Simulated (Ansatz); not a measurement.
Two shapes of doublet NO₂.

Shape 1:

```xyz
3

N     0.0000    0.0000   -0.2896
O     0.0000    1.0055    0.1267
O     0.0000   -1.0055    0.1267
```

Shape 2:

```xyz
3

N    -0.0496   -0.0014   -0.3088
O     0.0135    1.0454    0.1458
O    -0.0122   -1.0447    0.1424
```

Basis set: cc-pVTZ (spherical functions). Left uncorrelated: 3 orbitals. Charge 0, multiplicity 2.

Computed with Ansatz (development build ahead of 0.2.0); each method stands on the lowest determinant of its kind that the runs found.

(1) Which shape is lower in energy, and by how much in each method?

Results:

(1)

```csv
method,E(2) − E(1) (eV)
UHF,-0.561
UHF-MP2,-1.000
```

Shape 2 is lower.
